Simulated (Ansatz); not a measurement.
**What a trial cell of YPdCl5 relaxes into**

Level of theory: DFT PBE, scalar-relativistic, plane waves, PAW in Ansatz. Cutoff 420 eV, Γ-centred k mesh, Gaussian smearing, collinear spin, first started from parallel moments.

YPdCl5 was placed on the sites of a reported ZnPd5Se cell (P4/mmm, No. 123), with Pd in place of Zn, Y in place of Se, Cl in place of Pd, at a guessed volume.

```yaml
crystal:
  lattice:
    - [4.56335, 0.00000, 0.00000]
    - [0.00000, 4.56335, 0.00000]
    - [0.00000, 0.00000, 8.01485]
  atoms:
    - { symbol: Y, position: [0.00000, 0.00000, 0.50000] }
    - { symbol: Pd, position: [0.50000, 0.50000, 0.00000] }
    - { symbol: Cl, position: [0.50000, 0.00000, 0.72620] }
    - { symbol: Cl, position: [0.00000, 0.50000, 0.72620] }
    - { symbol: Cl, position: [0.50000, 0.00000, 0.27380] }
    - { symbol: Cl, position: [0.00000, 0.50000, 0.27380] }
    - { symbol: Cl, position: [0.00000, 0.00000, 0.00000] }
```

Steps on the 4×4×2 mesh (7 atoms). 9 of 9 steps are shown, and the free energy counts from the last. Trial steps that were taken back and renewals of the plane-wave basis can be among the rows.

```tsv
step	ΔF (meV/atom)	V (Å³/atom)	P (GPa)	largest force component (eV/Å)
1	96.2	23.84	-2.72	1.136
2	20.0	22.85	0.94	0.054
3	18.3	23.20	0.16	0.049
4	16.3	23.51	-0.22	0.059
5	9.6	23.97	-0.36	0.061
6	3.3	24.33	-0.21	0.076
7	1.2	24.71	0.50	0.074
8	0.8	24.95	-0.04	0.003
9	0.0	24.95	0.04	0.003
```

A final relaxation ran on a 10×10×4 mesh. The relaxed crystal, P4/mmm (No. 123):

```
Y Pd Cl
1.0
     4.35027    0.00000    0.00000
     0.00000    4.35027    0.00000
     0.00000    0.00000    9.44981
Y Pd Cl
1 1 5
Direct
  0.00000 0.00000 0.50000
  0.50000 0.50000 0.00000
  0.50000 0.00000 0.67543
  0.00000 0.50000 0.67543
  0.50000 0.00000 0.32457
  0.00000 0.50000 0.32457
  0.00000 0.00000 0.00000
```

```
Volume per atom          : 25.5 Å³
Density                  : 3.5 g/cm³
Energy over the elements : -0.98 eV/atom
Gap on the 10×10×4 mesh  : 0 eV (a metal)
Net moment per atom      : 0.18 μB
Largest site moment      : 0.93 μB
```

The zero of energy is the elements' standard structures at the same level (Cl₂ as a molecule); no fitted shifts are applied.

The final run used a 10×10×4 mesh on its 7-atom cell and 0.10 eV smearing. The k mesh leaves about 4 meV/atom of noise in metals. Weakly bound directions are ill-defined at this level, which has no dispersion term.

Symmetry constrained the relaxation, so the result can be a saddle point.